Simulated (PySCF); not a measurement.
**NaAl⁻: basis, grid and Hamiltonian**

Aim: see how much the energy and properties of NaAl⁻ depend on the numerical set-up.

Computed with PySCF 2.14.0. Level: method and basis as typed in the scripts.

8 further runs of the same task are left out: 8 that didn't finish.

## (1) The system as given

NaAl⁻: 2 atoms, charge -1, spin multiplicity 2.

Bond lengths: Na1–Al2 2.870 Å.

## (2) Base script

input.py reads:

```python
from pyscf import gto, dft

mol = gto.M(
    atom='Na 0 0 0; Al 0 0 2.87',
    basis='3-21g',
    charge=-1,
    spin=1,
    symmetry=True,
    verbose=4,
)
mf = dft.UKS(mol, xc='wb97x')
mf.kernel()
mf.analyze()
print('orbital energies (hartree):', [e[max(0, n-3):n+3].round(4) for e, n in zip(mf.mo_energy, mol.nelec)])
```

Started as:

```console
$ OMP_NUM_THREADS=1 python input.py
```

The log of this run is left out.

It gives: E(SCF) = -402.287377 Eh, 13 cycles, ⟨S²⟩ = 1.754.

⟨S²⟩ = 1.75 against 0.75 for a pure state: the determinant is spin-contaminated. The bond length is a typed value, not an optimised one. The dipole of an ion depends on the origin.

## (3) Cartesian functions on

Run 1 changes Cartesian functions: off → on.

input.py reads:

```python
from pyscf import gto, dft

mol = gto.M(
    atom='Na 0 0 0; Al 0 0 2.87',
    basis='3-21g',
    charge=-1,
    spin=1,
    symmetry=True,
    cart=True,
    verbose=4,
)
mf = dft.UKS(mol, xc='wb97x')
mf.kernel()
mf.analyze()
print('orbital energies (hartree):', [e[max(0, n-3):n+3].round(4) for e, n in zip(mf.mo_energy, mol.nelec)])
```

Started as:

```console
$ OMP_NUM_THREADS=1 python input.py
```

## (4) 6-31g*

Run 2 changes basis set: 3-21g → 6-31g*.

input.py, as its differences from that of step 2:

```diff
@@ -4,3 +4,3 @@
     atom='Na 0 0 0; Al 0 0 2.87',
-    basis='3-21g',
+    basis='6-31g*',
     charge=-1,
```

## (5) Jorge-dzp-dkh (X2C on)

Run 3 changes basis set: 3-21g → jorge-dzp-dkh; spin-free X2C: off → on.

input.py, as its differences from that of step 2:

```diff
@@ -4,3 +4,3 @@
     atom='Na 0 0 0; Al 0 0 2.87',
-    basis='3-21g',
+    basis='jorge-dzp-dkh',
     charge=-1,
@@ -11,2 +11,3 @@
 mf = dft.UKS(mol, xc='wb97x')
+mf = mf.sfx2c1e()
 mf.kernel()
```

## (6) Crenbl (core potential on)

Run 4 changes basis set: 3-21g → crenbl; core potential: off → on. The core potential changes with it: totals don't compare.

input.py reads:

```python
from pyscf import gto, dft

mol = gto.M(
    atom='Na 0 0 0; Al 0 0 2.87',
    basis='crenbl',
    ecp={'Na': 'crenbl', 'Al': 'crenbl'},
    charge=-1,
    spin=1,
    symmetry=True,
    verbose=4,
)
mf = dft.UKS(mol, xc='wb97x')
mf.kernel()
mf.mulliken_pop()
mf.dip_moment()
print('orbital energies (hartree):', [e[max(0, n-3):n+3].round(4) for e, n in zip(mf.mo_energy, mol.nelec)])
```

## (7) Integration grid 2

Run 5 changes integration grid: default → 2.

input.py, as its differences from that of step 2:

```diff
@@ -11,2 +11,3 @@
 mf = dft.UKS(mol, xc='wb97x')
+mf.grids.level = 2
 mf.kernel()
```

## (8) Lanl2dz (core potential on)

Run 6 changes basis set: 3-21g → lanl2dz; core potential: off → on. The core potential changes with it: totals don't compare.

input.py reads:

```python
from pyscf import gto, dft

mol = gto.M(
    atom='Na 0 0 0; Al 0 0 2.87',
    basis='lanl2dz',
    ecp={'Na': 'lanl2dz', 'Al': 'lanl2dz'},
    charge=-1,
    spin=1,
    symmetry=True,
    verbose=4,
)
mf = dft.UKS(mol, xc='wb97x')
mf.kernel()
mf.mulliken_pop()
mf.dip_moment()
print('orbital energies (hartree):', [e[max(0, n-3):n+3].round(4) for e, n in zip(mf.mo_energy, mol.nelec)])
```

What does the calculation give? Wanted: for each run, E(SCF); from base; gap, α spin.

The runs gave:

```csv
run,E(SCF) (hartree),from base (eV),cycles,"gap, α spin (eV)",functions
base,-402.287377,0,13,3.18,26
Cartesian functions on,-402.296206,-0.2402,13,4.22,26
6-31g*,-404.604746,-63.0588,13,3.53,36
jorge-dzp-dkh (X2C on),-405.281760,not comparable,14,3.42,48
crenbl (core potential on),-49.741916,not comparable,14,4.74,34
integration grid 2,-402.287385,-0.0002,13,3.19,26
lanl2dz (core potential on),-2.125865,not comparable,12,3.05,16
```

**Reading.** The largest comparable shift of the SCF energy, -63.059 eV, comes with the run “6-31g*”. 6-31g* (36 functions) gives an energy 63.06 eV lower than 3-21g (26).
